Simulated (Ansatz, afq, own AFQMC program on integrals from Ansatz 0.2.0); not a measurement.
Integrals from Ansatz 0.2.0, then the random walk in our own AFQMC program (afq).

```yaml
crystal:
  periodic: [false, false, false]
  atoms:
    - {symbol: Al, position_ang: [-0.909693, 1.724155, -0.259991]}
    - {symbol: N, position_ang: [-0.070783, 0.141290, -0.018879]}
    - {symbol: Si, position_ang: [-0.149101, -0.707978, 1.518989]}
    - {symbol: Si, position_ang: [0.853511, -0.606461, -1.314703]}
    - {symbol: H, position_ang: [-0.799982, 2.415575, -1.681629]}
    - {symbol: H, position_ang: [-1.710495, 2.336549, 0.962719]}
    - {symbol: H, position_ang: [1.216128, -0.875708, 2.109551]}
    - {symbol: H, position_ang: [-0.736809, -2.073762, 1.344844]}
    - {symbol: H, position_ang: [-0.998863, 0.071509, 2.466809]}
    - {symbol: H, position_ang: [0.839270, 0.290701, -2.507674]}
    - {symbol: H, position_ang: [0.272904, -1.933082, -1.693951]}
    - {symbol: H, position_ang: [2.270814, -0.838089, -0.891985]}
basis:
  gaussian: {orbitals: def2-TZVP}
magnetization: {spin_polarized: false}
correlation: {method: ccsd_t, electrons: outside_noble_gas, hamiltonian_folder: ham}
```

```sh
$ ansatz run in.yaml --threads 1 --pin off --events-out ev --progress --plain --max-ram 24576MiB --backend cuda --devices 0, --max-vram 18GiB
```

afq runs on the folder ham with

```
--method phaseless --trial cisd --walkers 500 --populations 10 --least-time 60 --time-step 0.005 --steps-per-block 50 --equilibration-blocks 28 --max-blocks 4000 --target-error 0.0003 --factor-cut 1e-05 --seed 7919 --release-times 0.21,0.42,0.63,0.9 --release-step 0.03 --release-every 5 --taylor-order 6
```

Times are imaginary, in 1/Eh. The walk had a cap of 234 s. With eight or more populations the least sampling time is a fifth of least-time, and the error comes from their spread.

Output of the walk:

```
orbitals 174  electrons 12 12  factors 1242 of 1254
reference energy -879.01208526 Eh
CCSD correlation -0.58667736 Eh in 11 cycles, weight of the determinant in the CISD state 0.7826
energy of the start -879.598758 Eh
 block  time / (1/Eh)  mean weight  energy / Eh
     1     0.250  1.0001  -879.577405
     2     0.500  0.9991  -879.584995
     3     0.750  0.9990  -879.595879
     4     1.000  1.0008  -879.607575
     5     1.250  0.9990  -879.607421
     8     2.000  1.0003  -879.615003
    12     3.000  0.9995  -879.617976
    45    11.250  0.9994  -879.618471
    78    19.500  1.0005  -879.626715
   111    27.750  1.0012  -879.621367
   144    36.000  1.0003  -879.622640
   177    44.250  1.0002  -879.614144
   199    49.750  0.9989  -879.628725
   210    52.500  1.0007  -879.625186
   243    60.750  1.0002  -879.617846
   276    69.000  0.9986  -879.617040
   309    77.250  1.0010  -879.621970
   342    85.500  1.0016  -879.615777
   375    93.750  0.9998  -879.627255
   408   102.000  1.0010  -879.621104
   441   110.250  1.0006  -879.619902
error from the spread of 10 populations
released: time / (1/Eh)  energy / Eh  error  mean overlap
  0.21  -879.621963  0.000507  0.9981
  0.42  -879.621508  0.000502  0.9981
  0.63  -879.621645  0.000460  0.9910
  0.90  -879.621720  0.000729  0.9896
energy -879.621563 +/- 0.000456 Eh
(rows thinned)
```

The run passed its tests (sampling time, drift between the halves within three errors, error under three times the target), which doesn't prove that it has relaxed, ending at its cap on processor time.

Against this walk (error 12.4 meV) on the same determinant: CCSD(T) 57.1 meV higher. The error is statistical and leaves out the bias of the constraint. Released to 0.90 1/Eh the energy moves by -4 ± 23 meV (both errors), within twice the noise.

Cautions: constraint bias not in the error; error above the target (12.4 against 8.2 meV).

The walk took 3.9 min on 1 × NVIDIA H100 80GB HBM3 with 2 threads of AMD EPYC 7R13 Processor (Zen 3) (shared host) (the card was shared). The log's last line is the phaseless energy.
